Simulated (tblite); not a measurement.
`C[C](C)[C@@H](C)N` [radical] (doublet state). Computed geometry: GFN2-xTB, gas phase. This method treats the open shell by occupation alone, without spin polarisation.

```
atom  x, y, z in Å
C1    -1.7669   -0.9731    0.5347
C2    -0.7272   -0.0464    0.0211
C3    -0.9795    1.4175    0.0812
C4     0.6532   -0.5782   -0.1926
C5     1.4426    0.1992   -1.2583
N6     1.3597   -0.6233    1.1002
H7    -2.7660   -0.6236    0.2746
H8    -1.7210   -1.0493    1.6280
H9    -1.6260   -1.9775    0.1390
H10   -0.5311    1.8696    0.9752
H11   -2.0485    1.6168    0.1165
H12   -0.5597    1.9351   -0.7819
H13    0.5742   -1.6249   -0.5169
H14    1.6522    1.2120   -0.9197
H15    2.3915   -0.2986   -1.4532
H16    0.8810    0.2477   -2.1880
H17    1.4755    0.3209    1.4550
H18    2.2870   -1.0174    0.9732
```

Question: What is the longest distance between nuclei?

Answer: H7···H15, 5.45 Å; the next longest distance is 5.19 Å.

Question: How far are the heavy atoms from their best plane (unweighted least squares)?

Answer: 0.552 Å rms; C1 0.49, C2 0.14, C3 0.70, C4 0.33, C5 0.55, N6 0.81 Å (magnitudes).

Question: Give the dihedral angles C2–C4–C5–H15, C1–C2–C4–N6, C2–C4–C5–H16, N6–C4–C5–H14, H8–C1–C2–C4, N6–C4–C5–H15.

Answer: C2–C4–C5–H15 -174° (antiperiplanar); C1–C2–C4–N6 -80° (synclinal); C2–C4–C5–H16 -54° (synclinal); N6–C4–C5–H14 -57° (synclinal); H8–C1–C2–C4 84° (synclinal); N6–C4–C5–H15 62° (synclinal). Dihedral signs follow IUPAC: positive where, seen along the central bond, the front bond turns clockwise onto the rear one.

Question: How far apart are these pairs, which share no bond: C1···H16, C4···H8, C4···H9, C5···N6, H12···H13, H12···H16?

Answer: C1···H16 3.989 Å (4 bonds apart); C4···H8 3.029 Å (3 bonds apart); C4···H9 2.695 Å (3 bonds apart); C5···N6 2.499 Å (2 bonds apart); H12···H13 3.746 Å (4 bonds apart); H12···H16 2.627 Å (5 bonds apart).

Question: Write the matrix of distances between heavy atoms (Å, lower triangle).

Answer: 
```
C1    0.000
C2    1.484  0.000
C3    2.557  1.487  0.000
C4    2.558  1.495  2.593  0.000
C5    3.859  2.531  3.024  1.537  0.000
N6    3.197  2.419  3.267  1.474  2.499  0.000
```

GFN2-xTB frequencies show an imaginary mode (39i cm⁻¹), so the point is no minimum at that level.

The run took 0.16 s of wall time on one thread of an Arm Neoverse V2, no GPU, shared host. These figures are those of the optimisation.

One conformer stands for the species.
